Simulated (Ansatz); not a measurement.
C4H5F can be A, `CC1=CC1F`, or B, `C#CC(C)F`.

Computed with Ansatz on PBE0-D4/def2-TZVP structures; ΔE is electronic, products minus reactants. CBS: MP2 limit from def2 TZ/QZ plus the TZ coupled-cluster correction, frozen cores. DFT in def2-TZVPP. B3LYP here is the variant with VWN-RPA as its local correlation; programs differ in this.

(1) Which is lower in electronic energy at CCSD(T)/CBS, and by how much? (An estimate is asked.)

(2) Give E(B) − E(A) in kcal/mol with PBE0-D4, r2SCAN-D4, BLYP-D4, B3LYP-D4, HF/def2-TZVPP, MP2/def2-TZVPP, B2PLYP. (Best estimate.)

(3) Does the order hold for the free energy at 298.15 K (harmonic terms from PBE0-D4)? (An estimate is asked.)

Largest T1 diagnostic: 0.011.

## Answers

(1) Computed: B, by 9.0 kcal/mol.

(2) Computed: PBE0-D4 -1.7, r2SCAN-D4 -3.9, BLYP-D4 -8.1, B3LYP-D4 -7.3, HF/def2-TZVPP -11.5, MP2/def2-TZVPP -8.8, B2PLYP -8.9. None reverses the order clearly.

(3) Ansatz gave: Yes: G(B) − G(A) = -9.2 kcal/mol.

From r2SCAN to r2SCAN0 (25 % exact exchange), in def2-TZVPP and without D4, E(B) − E(A) moves by +0.8 kcal/mol. Leaving LDA and LC-ωPBE aside and taking each functional with its dispersion term where it has one, the values spread over 7.2 kcal/mol, from B2PLYP to PBE0-D4. LDA lies +3.1 kcal/mol from PBE without D4.
